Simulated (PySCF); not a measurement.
Job file and geometry (Å, from GFN2-xTB) of an NMR shielding run on `CCN([PH-])CC`, [C4H11NP]-, GIAO PBE0/pcSseg-1 NMR shielding, non-relativistic, gas phase (PySCF 2.14.0, density-fitted response routines); density fitting, a coarse starting grid and PySCF grid level 2 are the driver's defaults:

```
$ OMP_NUM_THREADS=1 python probes_run.py task.json out

{"job": {"kind": "nmr", "xc": "PBE0", "basis": "pcSseg-1"}, "charge": -1, "multiplicity": 1}
C     -1.752469     0.994938    -0.988292
C     -1.222734    -0.414530    -0.702667
N     -0.180579    -0.509890     0.287964
P     -0.727861    -0.219980     1.955808
C      1.037216     0.176680    -0.095218
C      2.209563    -0.372795     0.703442
H     -2.051449     1.438078    -0.040769
H     -0.977837     1.615222    -1.437358
H     -2.610181     0.955246    -1.661304
H     -0.846416    -0.858622    -1.642888
H     -2.049894    -1.028588    -0.336724
H     -0.447161    -1.511228     2.332548
H      1.200365     0.005185    -1.172261
H      0.982496     1.267472     0.064333
H      1.930879    -0.312613     1.753854
H      3.116732     0.204251     0.520626
H      2.382334    -1.416796     0.448996
```

Question: Write the output of this run.

Answer: 
```
coarse grid: 13856 points
cycle   1  E = -554.5683096984  dE =  4.454e-01  |g| = 5.141e-01  |ddm| = 3.551e+00
cycle   2  E = -554.5466132947  dE =  2.170e-02  |g| = 6.380e-01  |ddm| = 2.241e+00
cycle   3  E = -554.6556705260  dE = -1.091e-01  |g| = 1.129e-01  |ddm| = 1.217e+00
cycle   4  E = -554.6582074387  dE = -2.537e-03  |g| = 4.030e-02  |ddm| = 1.682e-01
cycle   5  E = -554.6585376047  dE = -3.302e-04  |g| = 5.786e-03  |ddm| = 4.521e-02
cycle   6  E = -554.6585447008  dE = -7.096e-06  |g| = 2.455e-03  |ddm| = 1.217e-02
final grid: 126848 points
cycle   7  E = -554.6937976547  dE = -3.894e-05  |g| = 1.047e-02  |ddm| = 3.375e-02
cycle   8  E = -554.6937793775  dE =  1.828e-05  |g| = 1.339e-02  |ddm| = 2.581e-02
cycle   9  E = -554.6938257400  dE = -4.636e-05  |g| = 1.486e-03  |ddm| = 1.579e-02
cycle  10  E = -554.6938262245  dE = -4.845e-07  |g| = 2.515e-04  |ddm| = 1.802e-03
cycle  11  E = -554.6938262370  dE = -1.253e-08  |g| = 5.807e-05  |ddm| = 3.160e-04
cycle  12  E = -554.6938262378  dE = -7.938e-10  |g| = 1.986e-05  |ddm| = 9.431e-05
converged SCF energy = -554.6938262378

GIAO shielding tensors (ppm)
atom      isotropic    diamagn.    paramagn.     s11        s22        s33       span
  0 C      177.367     249.662     -72.295    166.255    181.349    184.496     18.240
  1 C      119.117     242.580    -123.463     77.295    112.155    167.899     90.604
  2 N      235.025     322.910     -87.884    185.225    228.180    291.671    106.445
  3 P      364.400     968.627    -604.227     -5.312    320.887    777.625    782.937
  4 C      133.218     245.102    -111.884    106.561    125.575    167.518     60.957
  5 C      167.445     246.489     -79.045    152.998    161.469    187.867     34.870
  6 H       29.620      30.539      -0.919     24.554     30.697     33.609      9.055
  7 H       30.995      31.727      -0.732     25.661     31.733     35.591      9.930
  8 H       32.084      29.824       2.260     28.021     29.047     39.185     11.165
  9 H       28.184      31.649      -3.464     22.907     27.074     34.572     11.665
 10 H       28.234      31.308      -3.075     23.094     28.306     33.300     10.206
 11 H       28.168      34.211      -6.043     22.027     25.080     37.398     15.371
 12 H       29.161      32.624      -3.462     24.163     28.585     34.736     10.573
 13 H       29.904      31.887      -1.984     23.599     31.034     35.077     11.478
 14 H       27.938      30.292      -2.354     23.028     27.826     32.961      9.933
 15 H       31.701      29.797       1.904     27.446     29.144     38.513     11.067
 16 H       31.488      30.773       0.714     27.851     28.861     37.751      9.899
```

Question: Turn these shieldings into chemical shifts. Scale: 13C (σref 186.93), 1H (σref 31.72) vs TMS; 15N (σref 267.73) vs NH3; H3PO4 for 31P (σref 318.38) (reference shieldings calculated alike).

Answer: Averaging equivalent atoms: C 1/4: 60.8; C 0/5: 14.5; N 2: 32.7; P 3: -46.0; H 11: 3.55; H 9/10/12/13: 2.85; H 6/7/8/14/15/16: 1.08 ppm. Experimental scales use liquid or dissolved standards, which lie at an offset from isolated NH3 (liquid NH3: subtract about 20 ppm) and H3PO4.

Size and cost of the density-fitted run: 164 basis functions, 17 s wall time on 1 thread of an Arm Neoverse V2, shared host; peak memory 0.75 GiB.
